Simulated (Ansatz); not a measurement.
# C3H3F: structure from calculated spectroscopic constants

These gas-phase data were calculated for one isomer of C3H3F at r2SCAN-D4/def2-SVP (harmonic, unscaled wavenumbers; equilibrium rotational constants with average atomic masses):

| Item | Value |
| --- | --- |
| rotational constants | 35.88, 4.569, 4.161 GHz |
| all wavenumbers above 1500 cm⁻¹ | 3473, 3077, 3024, 2220 |

Candidates:

(1) `FC1C=C1`, a singlet
(2) `C=C=CF`, a singlet
(3) `C#CCF`, a singlet

**Question.** Which candidate do the data belong to?

**Answer.** Candidate (3). The band at 3473 cm⁻¹ lies where the ≡C–H stretch is expected; (1), (2) have no mode between 3300 and 3560 cm⁻¹.

The same quantities for all candidates:

```
     rotational constants (GHz)  wavenumbers above 1500 cm⁻¹  E above the lowest, r2SCAN-D4/def2-SVP (kcal/mol)
(1)          22.68, 7.109, 6.34       3282, 3239, 3114, 1705                                                9.0
(2)         47.25, 4.243, 4.002       3194, 3184, 3105, 2076                                                0.0
(3)         35.88, 4.569, 4.161       3473, 3077, 3024, 2220                                                5.2
```

Programs: Ansatz 0.2.0.
